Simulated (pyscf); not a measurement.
HO–SiH•–O–SiH₂–F + hydrogen (H₂) → F–SiH₂–O–SiH₂• + water (H₂O), a four-centre exchange (doublet surface; O–Si, H–H broken, H–Si, H–O formed). Optimised with ωB97X-D3(BJ)/def2-SVP in PySCF. Energies in kcal/mol from the separated reactants.

Small-basis levels: PySCF, no dispersion term, spherical d functions. Open shells are spin-unrestricted. 

Question: In single points BP86/6-31G* puts the saddle at 49.7 kcal/mol and the reaction energy at +23.3 kcal/mol. Should these be trusted to within a few kcal/mol? Compare with ωB97M-D3(BJ)/def2-TZVP.

Answer: ωB97M-D3(BJ)/def2-TZVP gives ΔE‡ = 52.4 kcal/mol and ΔE = +20.9 kcal/mol. BP86/6-31G* lies 2.7 kcal/mol under it in the barrier and 2.4 kcal/mol over it in the reaction energy, so on this step it holds to within 3.0 kcal/mol. ωB97M-D3(BJ)/def2-TZVP has limits of its own. At the saddle there is also a short H–Si contact that neither side keeps. One saddle was located; it need not be the lowest between these sides.
